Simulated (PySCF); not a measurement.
Gas-phase reaction: SiF3 + 3 F + Si2H6 → 3 SiH2F2

Computed with PySCF and rigid-rotor harmonic-oscillator thermochemistry at 1 bar. † marks an energy on the PBE0/def2-TZVP geometry and frequencies; other levels use their own. MP2 and CCSD(T) freeze the core. 6-31G* has spherical d functions here. Open shells (unrestricted): SiF3 (multiplicity 2), F (multiplicity 2); the rest are closed-shell singlets. Spin-orbit splitting is ignored; it lowers the true energy and changes the entropy of F. B3LYP is the form with VWN-RPA correlation. MP2 isn't extrapolated to the basis-set limit. CCSD(T) isn't extrapolated to the basis-set limit.

```tsv
level	ΔH°(298 K), kJ
B3LYP/6-31G*	-1562
CCSD(T)/def2-TZVPP†	-1593
M06-2X/def2-TZVP†	-1630
MP2/def2-SVP†	-1571
MP2/def2-TZVPP†	(withheld)
PBE0/def2-TZVP	-1554
r2SCAN/def2-TZVP†	(withheld)
ωB97M-V/def2-TZVP†	(withheld)
ωB97X-V/def2-TZVP†	(withheld)
```

### Question
Fill in the missing entries.

### Answer

- MP2/def2-TZVPP†, ΔH°(298 K), kJ: -1692
- r2SCAN/def2-TZVP†, ΔH°(298 K), kJ: -1588
- ωB97M-V/def2-TZVP†, ΔH°(298 K), kJ: -1623
- ωB97X-V/def2-TZVP†, ΔH°(298 K), kJ: -1605
